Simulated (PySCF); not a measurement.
Molecule: ClH2Si(SH) (S[SiH2]Cl, ClH₃SSi).

Geometry:
```json
{"atom": "S1", "x (Å)": "1.538", "y (Å)": "-0.222", "z (Å)": "-0.723"}
{"atom": "Si2", "x (Å)": "-0.477", "y (Å)": "-0.188", "z (Å)": "-0.029"}
{"atom": "Cl3", "x (Å)": "-1.273", "y (Å)": "1.720", "z (Å)": "-0.013"}
{"atom": "H4", "x (Å)": "2.034", "y (Å)": "0.426", "z (Å)": "0.355"}
{"atom": "H5", "x (Å)": "-0.579", "y (Å)": "-0.709", "z (Å)": "1.360"}
{"atom": "H6", "x (Å)": "-1.237", "y (Å)": "-1.022", "z (Å)": "-0.994"}
```

Geometry PBE0-D3(BJ)/def2-SVP throughout; GIAO in PySCF, gas phase, one conformer, non-relativistic; equivalent atoms averaged; basis pcSseg-2.

For orientation, B3LYP gives these absolute shieldings σ: S1 635.0, Si2 331.5, Cl3 878.8, H5/H6 25.80, H4 30.40 ppm.

A run gave: S1 684.1, Si2 352.1, Cl3 923.7, H5/H6 25.93, H4 30.19 ppm (absolute shieldings σ).

**Question.** Which functional was used in that run?
A. KT2
B. PBE0
C. LC-wPBE
D. BLYP

**Answer.** C. Cl3 tells them apart best: LC-wPBE gives 923.7, PBE0 gives 895.8, KT2 gives 874.2, BLYP gives 852.4 ppm.
